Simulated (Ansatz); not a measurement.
Relaxation of CH4AlCl (7 atoms, charge 0, multiplicity 1), to a largest force component of 0.02 eV/Å in at most 40 steps.

These are results of RKS B3LYP/def2-SVP (Ansatz 0.2.0), not measurements.

```xyz
7
Properties=species:S:1:pos:R:3
Al 0.000 0.000 0.000
C 0.000 0.000 1.970
H -1.000 -0.309 2.341
H 0.768 -0.711 2.341
H 0.232 1.020 2.341
Cl 1.931 0.000 -1.115
H -1.351 0.000 -0.780
```

Task: Where does it end, and by what steps?

Result: The run converged. The force dipped under the threshold on the way, but the program's further checks kept it going. After 10 steps the energy has fallen by 0.118 eV; H7 moved furthest, 0.16 Å.

```tsv
step	energy less start (eV)	largest force component (eV/Å)	accepted
0	0.0000	1.249	yes
1	-0.1072	0.366	yes
2	-0.1168	0.057	yes
3	-0.1172	0.020	yes
4	-0.1172	0.021	yes
5	-0.1174	0.005	yes
6	-0.1175	0.015	yes
7	-0.1175	0.081	no
8	-0.1177	0.015	yes
9	-0.1166	0.200	no
10	-0.1179	0.013	yes
```

```xyz
7
Properties=species:S:1:pos:R:3
Al -0.009 0.002 0.006
C 0.013 -0.015 1.955
H -0.930 -0.403 2.375
H 0.849 -0.610 2.357
H 0.138 1.015 2.338
Cl 1.829 -0.103 -1.050
H -1.310 0.114 -0.884
```

Run time: 17 s on 1 thread of Intel(R) Xeon(R) Platinum 8488C (Sapphire Rapids), on a shared host, peak memory 0.15 GiB.
